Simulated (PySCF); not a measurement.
Vertical excitation energies

Ethenone, C2H2O.
SMILES: `C=C=O`

Theory: PySCF 2.14.0, density-fitted response routines, TDDFT CAM-B3LYP/def2-SVPD, vertical, gas phase, core orbitals frozen in the response. Geometry: GFN2-xTB; no solvent, vibrations or thermal averaging.

| state | λ (nm) | E (eV) | f | \|μ\| (D) | symmetry | main configurations (H = HOMO, L = LUMO) |
| --- | --- | --- | --- | --- | --- | --- |
| S1 | 316.0 | 3.92 | 0.0000 | 0.00 | – | H→L (99%) |
| S2 | 192.6 | 6.44 | 0.029 | 1.09 | B1 or B2 | H→L+1 (98%) |
| S3 | 159.6 | 7.77 | 0.127 | 2.08 | A1 | H→L+3 (77%), H-1→L (21%) |
| S4 | 158.0 | 7.85 | 0.010 | 0.59 | B1 or B2 | H→L+2 (96%) |
| S5 | 144.7 | 8.57 | 0.0000 | 0.00 | – | H→L+4 (93%) |
| S6 | 137.0 | 9.05 | 0.059 | 1.31 | A1 | H→L+5 (83%), H-1→L (11%) |
| S7 | 132.4 | 9.36 | 0.0000 | 0.00 | – | H-2→L (95%) |
| S8 | 131.8 | 9.41 | 0.0000 | 0.02 | – | H→L+6 (73%), H→L+7 (23%) |

Triplets, Tamm–Dancoff:

```tsv
state	E (eV)	λ (nm)	main configurations (H = HOMO, L = LUMO)
T1	3.57	347.0	H→L (99%)
T2	5.54	223.7	H→L+3 (90%)
T3	6.19	200.2	H→L+1 (96%)
```

The lowest singlet lies at 3.92 eV (316 nm, ultraviolet) and is dark (f under 0.0005); its leading configuration is HOMO→LUMO (99%). The most intense listed level is S3 at 7.77 eV (160 nm, f = 0.127), 3.84 eV above S1. Löwdin shares by element: HOMO carbon 67%, oxygen 24%, hydrogen 4% or more; LUMO carbon 55%, oxygen 31%, hydrogen 7% or more. Weighted by f, the mean energy of these states is 7.93 eV. The oscillator strengths of these states sum to 0.226; summed over the whole spectrum of an exact calculation they would give the number of electrons, 22 (Thomas–Reiche–Kuhn). Of the 8 states listed, 4 reach f = 0.01 and 4 stay under 0.0005. Symmetry labels in C2v follow from the direction of the transition dipole and are given only for states with f of 0.002 or more; B1 and B2 swap with the choice of axes. Only the lowest 8 singlets were computed, as vertical energies without vibronic structure.
